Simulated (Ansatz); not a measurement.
Input file for `FC1CO1`:

```yaml
crystal:
  periodic: [false, false, false]
  atoms:
    - {symbol: F, position_ang: [-1.230105, -1.269681, -0.057091]}
    - {symbol: C, position_ang: [-0.627821, -0.077476, -0.262021]}
    - {symbol: C, position_ang: [0.671386, 0.163607, 0.333374]}
    - {symbol: O, position_ang: [0.484927, -0.107938, -1.067736]}
    - {symbol: H, position_ang: [-1.365992, 0.696013, -0.456997]}
    - {symbol: H, position_ang: [0.995689, 1.172177, 0.572517]}
    - {symbol: H, position_ang: [1.133116, -0.644702, 0.892153]}
basis:
  gaussian: {orbitals: def2-TZVPP}
correlation: {method: ccsd_t}
output: {orbitals: {seedname: orbitals}}
```

```sh
$ ansatz run in.yaml --threads 2 --pin off --events-out ev --progress --plain
```

Output of Ansatz, abridged:

```
Functional definition: HF
1034 factors; integrals over basis functions are off by at most 9.3e-4 eV
mean field evaluation 1: about -6850.5884 eV, gradient 3.3e1 eV
mean field evaluation 2: about -6850.5935 eV, gradient 3.3e1 eV
mean field evaluation 4: about -6852.7968 eV, gradient 3.8e0 eV
mean field evaluation 8: about -6852.8370 eV, gradient 9.2e-2 eV
mean field evaluation 16: about -6852.8295 eV, gradient 9.7e-1 eV
mean field -6852.83704642 eV, -251.8371164363 hartree, gradient 2.7e-6 eV, S^2 0.000000; 0 other end points of the search recorded, 0 dependent functions left out
4 core orbitals not correlated: weight in the atoms' cores, before any rotation towards them, 1.000 or more for the frozen orbitals, at most 0.000 for the correlated occupied ones
reference -6852.83704642 eV, -251.8371164363 hartree; 12, 12 occupied and 150, 150 virtual orbitals, 1034 factors
second order -22.03976150 eV of doubles, -0.00000000 eV of singles
cycle   1  -21.82703044 eV  change    2.1e-1 eV  update   9.8e-2
cycle   2  -22.33327592 eV  change   -5.1e-1 eV  update   2.8e-2
cycle   3  -22.44922489 eV  change   -1.2e-1 eV  update   1.3e-2
cycle   4  -22.43590659 eV  change    1.3e-2 eV  update   2.9e-3
cycle   5  -22.43604002 eV  change   -1.3e-4 eV  update   1.4e-3
cycle   6  -22.43710587 eV  change   -1.1e-3 eV  update   4.3e-4
cycle   7  -22.43686346 eV  change    2.4e-4 eV  update   1.8e-4
cycle   8  -22.43678281 eV  change    8.1e-5 eV  update   5.0e-5
cycle   9  -22.43679411 eV  change   -1.1e-5 eV  update   1.6e-5
perturbative correction -0.84948318 eV, -0.0312179311 hartree
Total energy: -6876.12332372 eV, -252.6928713429 hartree
```

Hardware: 2 threads of a server CPU on a shared host. Wall time 60 s, peak host memory 1.5 GiB.

MP2 recovers 94.6 % of the CCSD(T) correlation energy and the triples give 3.6 %; T1 = 0.0120.
